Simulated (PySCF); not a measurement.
Magnetisability: SMILES [F][Li], FLi

Geometry:
| atom | x (Å) | y (Å) | z (Å) |
| --- | --- | --- | --- |
| Li1 | 0.767 | -0.001 | -0.005 |
| F2 | -0.766 | 0.002 | -0.009 |

Computed with PySCF, GIAO OLYP/aug-pcSseg-2 magnetisability, rotational g tensor and spin-rotation constants, non-relativistic, gas phase. Geometry: PBE0-D3(BJ)/def2-SVP.

(1) What are the magnetisability and the molar susceptibility?

(2) Split it along the inertial axes a, b, c into diamagnetic and paramagnetic parts about the centre of mass, with the quadrupole moment.

(3) And the rotational g tensor?

Results:

(1) Isotropic -191 × 10⁻³⁰ J/T², or -11.5 × 10⁻⁶ cm³/mol; principal values -223, -174, -174 × 10⁻³⁰ J/T², anisotropy 49 × 10⁻³⁰ J/T² (root of half the summed squared differences of the principal values). The susceptibility is in cgs units.

(2) 
```tsv
axis	χ (10⁻⁶ cm³/mol)	diamagnetic (10⁻⁶ cm³/mol)	paramagnetic (10⁻⁶ cm³/mol)	summed x² of all electrons (Å²)	quadrupole Θ (D Å)
a	-13.4	-13.4	0.0	5.7	+5.73
b	-10.5	-30.9	20.4	1.6	-2.87
c	-10.5	-30.9	20.4	1.6	-2.87
```
Anisotropies 2χaa − χbb − χcc = -5.9 and 2χbb − χaa − χcc = +3.0 × 10⁻⁶ cm³/mol. Θ is traceless in Buckingham's convention.

(3) 
```tsv
axis	rotational constant (GHz)	g	nuclear part	electronic part
b	41.9672	+0.0415	0.4432	-0.4017
c	41.9672	+0.0415	0.4432	-0.4017
```
Linear; isotopes 19F, 7Li; no vibrational averaging.
